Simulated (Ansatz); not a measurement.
# SiC, singlet in cc-pVDZ: errors against full CI

Geometry: that of the SiC, triplet, kept fixed. The triplet lies 0.6 eV lower here.

```xyz
2

Si    0.0000    0.0000    0.0000
C     0.0000    0.0000    1.7100
```

Basis cc-pVDZ; Ansatz 0.2.0. Only valence electrons are correlated (noble-gas cores frozen), which leaves 8 electrons in 26 orbitals. Prefix R: restricted or restricted open-shell reference; prefix U: unrestricted. Active spaces: valence = (8e, 8o) chosen from the atoms' valence shells.

Full CI is exact within this basis and frozen core; it isn't the basis-set limit. The frozen core follows each run's orbitals, which can shift R against U totals by a few meV.

HF rows: UHF is the lowest solution found. Coupled cluster chose its determinant by a search with trial CCSD, here up to 0.94 eV above the lowest Hartree–Fock solution of its kind, and MP2 stands on that determinant too.

The determinant under CISD, CISDTQ fills its π shells in a way that full CI's natural occupations don't show, so these levels stand on another configuration than full CI's state and aren't compared.

```
UHF ⟨S²⟩                            : 1.487
⟨S²⟩ of the determinant under UCCSD : 1.135
T1 diagnostic (RCCSD)               : 0.0745
largest doubles amplitude (RCCSD)   : 0.150
```

| level | E − E(full CI) (mEh) | share of correlation (%) | wall time |
| --- | --- | --- | --- |
| UHF† | 192.14 | – | 1 s |
| UMP2† | 45.36 | – | – |
| RCCSD | 26.19 | 90.60 | – |
| UCCSD*† | 5.16 | – | – |
| RCCSD(T) | 3.78 | 98.64 | 1.7 s |
| UCCSD(T)*† | -7.88 | – | 6.5 s |
| BCCD(T)* | 3.98 | 98.57 | 1.6 s |
| RCCSDT | 3.60 | 98.71 | – |
| UCCSDT*† | -18.63 | – | – |
| RCCSDT(Q) | -0.90 | 100.32 | 2.8 s |
| UCCSDT(Q)*† | -23.65 | – | 24 s |
| RCCSDTQ | 0.54 | 99.80 | 9.5 s (H100) |
| UCCSDTQ*† | -22.95 | – | 51 s (H100) |
| CASSCF (valence space) | 110.40 | 60.38 | – |
| NEVPT2 (valence space) | 25.70 | 90.78 | 2.4 s |
| MRCISD (valence space) | 7.43 | 97.33 | – |
| MRCISD+Q (valence space) | 1.43 | 99.49 | 2.8 s |

An asterisk marks runs whose energy the program itself flagged as in doubt. A dagger marks rows that describe another state than the reference (another or a broken symmetry, a higher spin or other natural occupations), so the difference holds a gap between states beside the method's error.

The correlation energy at full CI, counted from the determinant under the R cluster runs, is -7.582 eV. That run took 38 s on 2 threads of AMD EPYC 7R13 with a shared H100 80 GB, shared host over 55,883,796 determinants.

Run but not shown, since their state, orbitals or frozen core can't be matched to the reference's or they repeat it: RHF, RMP2, CISD, CISDTQ.

Times hold each run's SCF and search for its determinant on a shared host, so for small cases they say little of a method's own cost; rows without a card ran on 1 thread of AMD EPYC 7R13.

More than 5 meV below full CI, which no variational method can be: RCCSDT(Q).

Unrestricted levels hold only the spin's projection, and here they fall towards a lower state of higher spin.

The full-CI state has the irrep A1 of C2v, in the program's axes (one component, if the state is degenerate).

Natural occupations of full CI about the gap: 1.955 1.787 1.787 1.785 0.278 0.147 0.147 0.025 0.010 0.010; effectively unpaired electrons, Σ n²(2−n)², 0.83. No single determinant describes this state well, so single-reference rows can miss without a flag.
